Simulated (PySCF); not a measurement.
Gas-phase reaction: 3 B2H6 + 3 C4H6 (butadiene) = 4 B(CH3)3 + 2 B

Computed with PySCF and rigid-rotor harmonic-oscillator thermochemistry at 1 bar. † marks an energy on the PBE0/def2-TZVP geometry and frequencies; other levels use their own. MP2 freezes the core. 6-31G* has spherical d functions here. Open shells (unrestricted): B (multiplicity 2, electronic degeneracy 6); the rest are closed-shell singlets. Spin-orbit splitting is ignored; it lowers the true energy and changes the entropy of B. B3LYP is the form with VWN-RPA correlation. Methyl groups turn as free rotors in B(CH3)3. MP2 isn't extrapolated to the basis-set limit; its ΔH°(298 K) is 204.6 kJ in def2-SVP and 226.7 kJ in def2-TZVPP. The harmonic model lacks anharmonicity and excited electronic states, which grow with temperature; levels with a mode under 35 cm⁻¹ are left out. Internal rotation in C4H6 (butadiene) is treated as a harmonic vibration of one conformer, which makes the entropy rough.

```json
[
 {"level": "B3LYP/6-31G*", "ΔE electronic, kJ": "245", "ΔH°(298 K), kJ": "265", "ΔS°(298 K), J/K": "51", "ΔG°(600 K), kJ": "234"},
 {"level": "M06-2X/def2-TZVP†", "ΔE electronic, kJ": "225", "ΔH°(298 K), kJ": "243", "ΔS°(298 K), J/K": "50", "ΔG°(600 K), kJ": "212"},
 {"level": "MP2/def2-TZVPP†", "ΔE electronic, kJ": "209", "ΔH°(298 K), kJ": "227", "ΔS°(298 K), J/K": "50", "ΔG°(600 K), kJ": "196"},
 {"level": "PBE/def2-SVP", "ΔE electronic, kJ": "284", "ΔH°(298 K), kJ": "306", "ΔS°(298 K), J/K": "45", "ΔG°(600 K), kJ": "279"},
 {"level": "PBE/def2-TZVP†", "ΔE electronic, kJ": "302", "ΔH°(298 K), kJ": "320", "ΔS°(298 K), J/K": "50", "ΔG°(600 K), kJ": "289"},
 {"level": "PBE0/def2-SVP†", "ΔE electronic, kJ": "197", "ΔH°(298 K), kJ": "216", "ΔS°(298 K), J/K": "50", "ΔG°(600 K), kJ": "185"},
 {"level": "r2SCAN/def2-TZVP†", "ΔE electronic, kJ": "232", "ΔH°(298 K), kJ": "250", "ΔS°(298 K), J/K": "50", "ΔG°(600 K), kJ": "219"},
 {"level": "LDA/def2-TZVP†", "ΔE electronic, kJ": "351", "ΔH°(298 K), kJ": "369", "ΔS°(298 K), J/K": "50", "ΔG°(600 K), kJ": "339"}
]
```
ΔH° is lowest at PBE0/def2-SVP† and highest at LDA/def2-TZVP†. No reference value is set beside these.
